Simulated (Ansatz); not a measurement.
## Structure relaxation of AgWCl3

The calculation used Ansatz, DFT r2SCAN, scalar-relativistic, plane waves, PAW. Cutoff 500 eV, Γ-centred k mesh, Gaussian smearing, no spin polarisation in the final step.

AgWCl3 was placed on the cubic perovskite structure type (Pm-3m, No. 221), with Ag in place of Sr, W in place of Ti, Cl in place of O, at a guessed volume.

```xyz
5
Lattice="4.7527 0.0000 0.0000 0.0000 4.7527 0.0000 0.0000 0.0000 4.7527" Properties=species:S:1:pos:R:3 pbc="T T T"
Ag    0.0000    0.0000    0.0000
W     2.3764    2.3764    2.3764
Cl    0.0000    2.3764    2.3764
Cl    2.3764    0.0000    2.3764
Cl    2.3764    2.3764    0.0000
```

Cell and atoms relax at zero pressure; the relaxation can't lower the symmetry of the start.

The zero of energy is the elements' standard structures at the same level (Cl₂ as a molecule); no fitted shifts are applied.

(1) What does it relax into?

(2) What are its volume, energy, density and gap?

Results:

(1) It keeps Pm-3m (No. 221). The result still has the cubic perovskite structure. Conventional cell: a = 4.787 Å. Around Ag lie 12 Cl at 3.39 Å; W has 6 Cl at 2.39 Å; around Cl lie 2 W at 2.39 Å.

```cif
data_structure
_symmetry_space_group_name_H-M 'Pm-3m'
_symmetry_Int_Tables_number 221
_cell_length_a 4.7871
_cell_length_b 4.7871
_cell_length_c 4.7871
_cell_angle_alpha 90.000
_cell_angle_beta 90.000
_cell_angle_gamma 90.000
_cell_volume 109.70
loop_
_atom_site_label
_atom_site_type_symbol
_atom_site_symmetry_multiplicity
_atom_site_Wyckoff_symbol
_atom_site_fract_x
_atom_site_fract_y
_atom_site_fract_z
_atom_site_occupancy
Ag1 Ag 1 a 0.00000 0.00000 0.00000 1
W1 W 1 b 0.50000 0.50000 0.50000 1
Cl1 Cl 3 c 0.00000 0.50000 0.50000 1
```

(2) The volume per atom is 21.94 Å³. The density is 6.03 g/cm³, the energy over the elements is 0.05 eV/atom and the gap on the 8×8×8 mesh is 0 eV (a metal).

The final run used a 8×8×8 mesh on its 5-atom cell and 0.10 eV smearing. For metals, differences of a few meV/atom aren't resolved. Spin–orbit coupling is left out. A structure relaxed within its symmetry needn't be a true minimum.

Symmetry holds off the tilts and polar distortions that many cubic perovskites undergo.

Cost: 2 runs of about 1.3 core-minutes in all, on Arm Neoverse V2 (shared hosts).